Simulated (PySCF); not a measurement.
## ECD: `ClC=C=CCl`, C$_{3}$H$_{2}$Cl$_{2}$

Molfile (atoms numbered from 1):
```
C3H2Cl2
     RDKit          3D

  7  6  0  0  0  0  0  0  0  0999 V2000
   -2.2940   -1.1080   -0.5664 Cl  0  0  0  0  0  0  0  0  0  0  0  0
   -1.2796    0.0572    0.2200 C   0  0  0  0  0  0  0  0  0  0  0  0
   -0.0079    0.1442   -0.0151 C   0  0  0  0  0  0  0  0  0  0  0  0
    1.2674    0.1668   -0.2455 C   0  0  0  0  0  0  0  0  0  0  0  0
    2.4016   -0.7372    0.7041 Cl  0  0  0  0  0  0  0  0  0  0  0  0
   -1.8141    0.7141    0.8884 H   0  0  0  0  0  0  0  0  0  0  0  0
    1.7300    0.7679   -1.0126 H   0  0  0  0  0  0  0  0  0  0  0  0
  1  2  1  0
  2  3  2  0
  3  4  2  0
  4  5  1  0
  2  6  1  0
  4  7  1  0
M  END
```

Computed with TDDFT LC-wPBE/6-31+G* circular dichroism and optical rotation, one conformer, gas phase (PySCF). Geometry: GFN2-xTB.

No stereocentre is labelled: unless the shape is locked (an allene, a helicene, a hindered biaryl), the mirror image is equally populated and a measured rotation or CD is zero. Singlets 5 and 6, 9 and 10 lie within 0.01 eV of each other, so their separate moments and overlaps can depend on how they mix.

(1) Which excitations and rotatory strengths does the calculation give?

Answers

(1) Rotatory strengths R in 10⁻⁴⁰ esu² cm², velocity form and length form (origin at the centre of mass); f in length form.
```tsv
state	E (eV)	λ (nm)	f	R (velocity)	R (length)	main
1	5.37	231	1e-05	0.0	+0.2	HOMO→LUMO 0.39, HOMO−1→LUMO+1 0.38
2	5.52	225	0.0002	-0.3	-0.1	HOMO→LUMO+1 0.40, HOMO−1→LUMO 0.39
3	6.58	188	0.003	+1.4	+2.4	HOMO−1→LUMO 0.40, HOMO→LUMO+1 0.40
4	7.15	173	1.158	-150.3	-168.0	HOMO−1→LUMO+1 0.39, HOMO→LUMO 0.38
5	7.51	165	8e-05	-1.8	-1.6	HOMO−2→LUMO+1 0.51, HOMO−3→LUMO 0.18
6	7.52	165	0.005	+14.7	+12.7	HOMO−2→LUMO 0.48, HOMO−3→LUMO+1 0.20
7	7.63	163	0.016	+53.0	+56.4	HOMO→LUMO+2 0.58, HOMO−1→LUMO+3 0.11
8	7.66	162	0.0009	+2.2	+1.8	HOMO−1→LUMO+2 0.59, HOMO→LUMO+3 0.11
9	7.86	158	0.003	-18.7	-20.6	HOMO−3→LUMO+1 0.51, HOMO−2→LUMO 0.24
10	7.87	158	1e-05	-1.7	+0.5	HOMO−3→LUMO 0.54, HOMO−2→LUMO+1 0.21
11	8.21	151	0.006	-4.8	-5.0	HOMO−1→LUMO+5 0.19, HOMO→LUMO+2 0.17
12	8.26	150	8e-05	+0.1	+0.1	HOMO→LUMO+5 0.18, HOMO−1→LUMO+4 0.17
13	8.84	140	0.004	-20.1	-18.6	HOMO−1→LUMO+3 0.59, HOMO→LUMO+4 0.12
14	8.88	140	0.0003	-0.5	-2.0	HOMO→LUMO+3 0.62
15	8.99	138	0.022	-72.9	-70.3	HOMO−1→LUMO+4 0.30, HOMO→LUMO+5 0.18
16	9.02	137	0.015	+75.3	+67.8	HOMO→LUMO+4 0.31, HOMO−1→LUMO+5 0.14
```

For state 10 the two forms differ in sign, so the sign of R isn't settled.

Among the states computed, the strongest CD band (largest |R|) is state 4. The largest dissymmetry factor in size, g = 4R/(D+G), with D and G the electric and magnetic dipole strengths, is -0.21 for state 10 (velocity form, f = 0.0001), among bands with |R| over 0.5. The mirror image has the same energies and oscillator strengths and all R with the opposite sign.
